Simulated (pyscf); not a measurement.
**Concerted two-bond exchange: `[O]=[PH]` + `[SiH4]` → `[OH][PH2]` + `[SiH2]` [singlet]**

Gas phase, singlet surface, charge 0. Bonds broken: Si4–H5, Si4–H6. Bonds formed: O1–H5, P2–H6. Single points on ωB97X-D3(BJ)/def2-SVP structures (PySCF, gas phase). Correlated levels are frozen-core, on RHF or UHF. ΔMP2 is the change of the MP2 total energy from the triple- to the quadruple-zeta basis.

Transition state (Å):

```xyz
8

O      1.6387    -0.5305    -0.3214
P      0.9445     0.1836    -1.5248
H      1.2288     1.5934    -1.3182
Si    -0.5871     0.6300     0.9106
H      0.9765    -0.0875     0.7048
H     -0.4902     0.5352    -0.7879
H     -1.8591    -0.1465     1.1074
H     -1.0137     2.0475     1.1753
```

One imaginary mode, 1488i cm⁻¹; descent along it reached the two sides named, in the forms told below.

```tsv
bond	change	reactant side (Å)	saddle	product side
Si4–H5	breaks	1.486	1.733	2.6
Si4–H6	breaks	1.499	1.704	1.896
O1–H5	forms	3.1	1.299	0.975
P2–H6	forms	2.593	1.651	1.477
```

Electronic energies relative to the separated reactants (kJ/mol):

```tsv
level	barrier	reaction energy	reverse barrier
ωB97X-D3(BJ)/def2-TZVP	123.3	+117.9	5.4
PBE/def2-TZVP	83.2	+119.4	-36.1
r²SCAN/def2-TZVP	95.9	+127.8	-31.9
B3LYP-D3(BJ)/def2-TZVP	115.4	+117.3	-1.9
PBE0-D3(BJ)/def2-TZVP	92.6	+107.8	-15.3
M06-2X/def2-TZVP	117.9	+99.0	18.9
ωB97M-D3(BJ)/def2-TZVP	128.0	+107.6	20.4
HF/def2-TZVP	212.6	+97.1	115.4
MP2/def2-QZVPP	132.4	+133.6	-1.2
CCSD/def2-TZVPP	150.6	+104.2	46.4
CCSD(T)/def2-TZVPP	137.9	+113.7	24.2
CCSD(T)/def2-TZVPP + ΔMP2(QZVPP)	136.0	+116.4	19.6
```

With CCSD(T)/def2-TZVPP + ΔMP2(QZVPP) energies and thermal terms (ideal gas, 1 atm, RRHO with modes under 100 cm⁻¹ raised to 100, one conformer, R ln 2 for rigid chiral ones), in kJ/mol:

```tsv
T (K)	ΔH‡	ΔG‡	ΔH	ΔG
298	132.5	173.4	+122.7	+118.1
600	134.1	214.5	+123.7	+113.0
900	137.4	253.9	+123.8	+107.6
1200	140.8	292.3	+123.4	+102.3
```

On the product side the descent ends in a bound adduct, 60.0 kJ/mol under the separated species and 65.5 kJ/mol under the saddle at ωB97X-D3(BJ)/def2-TZVP. At PBE, r²SCAN, B3LYP-D3(BJ), PBE0-D3(BJ), MP2 the saddle lies under the separated products, which points to a path from their complex (located at ωB97X-D3(BJ) alone), and parting the products costs more than the saddle. The same reactants have a lower exit, to O=P–SiH₃ + H₂ (barrier +93.4 kJ/mol at ωB97M-D3(BJ), against +128.0 kJ/mol here). One saddle was located; it need not be the lowest between these sides. The CCSD(T) − MP2 part came from Ansatz, without density fitting, on the same reference.
